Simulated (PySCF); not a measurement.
Run record: geometry optimisation, `C[C@@H]1C[P@@H]1=O`.

Method: PBE0-D3(BJ)/def2-SVP geometry optimisation, gas phase (PySCF 2.14.0). Start geometry: GFN2-xTB. A driver script takes a list of jobs; this job's settings line and coordinates (Å) are shown.

Input:
```
{"job": {"xc": "PBE0", "basis": "def2-SVP", "d3": "d3bj", "grid": 1, "kind": "geom"}, "charge": 0, "multiplicity": 1}
C     -1.464780    -0.045171    -0.393232
C     -0.289002     0.124071     0.530731
C      0.957351     0.878024    -0.038125
P      1.169938    -0.894894     0.205619
O      1.282544    -1.852506    -0.897207
H     -1.928703     0.915508    -0.616147
H     -2.215421    -0.693499     0.055067
H     -1.132114    -0.498709    -1.326487
H     -0.543845     0.390930     1.548383
H      1.411030     1.609894     0.612142
H      0.867231     1.207890    -1.065431
H      1.886971    -1.142223     1.358661
```

Output:
```
step   0  E = -534.47573263  max force = 0.035532
step   1  E = -534.47898236  max force = 0.002751
step   2  E = -534.47907719  max force = 0.002523
step   3  E = -534.47911200  max force = 0.001087
step   4  E = -534.47912678  max force = 0.000390
optimisation converged
```

Energies in Eh; «max force» is the largest Cartesian gradient component in Eh/bohr.

**Question.** Give the first gradient maximum in eV/Å.

**Answer.** With 1 Eh/bohr = 51.422 eV/Å, 1.827 eV/Å.

In short: final energy -534.47913 Eh after 4 steps; dipole 3.78 D.

**Question.** How long does this job take on one thread, Intel Xeon Platinum 8488C (x86_64), shared host? And the peak memory of the process?

**Answer.** About 14 s, with 0.49 GiB resident at the peak, the Python interpreter and its libraries included.
Labels such as C1 count atoms from 1, the log's own numbers from 0.
